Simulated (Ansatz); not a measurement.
hydrogen cyanide (SMILES C#N) moved off its minimum; all values from Ansatz (an electronic-structure program), cores frozen in correlated methods.
(charge 0, multiplicity 1)
```xyz
3

C     -0.01669     0.05815    -0.48037
N      0.06215    -0.00411     0.64498
H      0.00728     0.03478    -1.51861
```

| level | largest force (eV/Å) | on atom | rms difference from CCSD(T)/aug-cc-pVTZ (eV/Å) | dipole (D) |
|---|---|---|---|---|
| HF/def2-TZVPP | 1.76 | C1 | 2.132 | 3.22 |
| PBE/def2-TZVPP | 3.64 | N2 | 0.208 | 2.89 |
| r2SCAN/def2-TZVPP | 2.55 | N2 | 0.615 | 2.98 |
| B3LYP/def2-TZVPP | 2.16 | N2 | 0.784 | 2.98 |
| wB97M-V/def2-TZVPP | 1.96 | N2 | 0.879 | 2.99 |
| MP2/aug-cc-pVTZ | 4.45 | N2 | 0.319 | 3.00 |
| CCSD(T)/aug-cc-pVTZ | 3.83 | N2 | 0.000 | 2.97 |

The differences count from one level among others, with limits of its own. Forces at CCSD(T)/aug-cc-pVTZ (eV/Å):

```tsv
atom	Fx	Fy	Fz
C1	0.005	-0.012	-2.661
N2	0.124	-0.092	3.827
H3	-0.129	0.104	-1.166
```
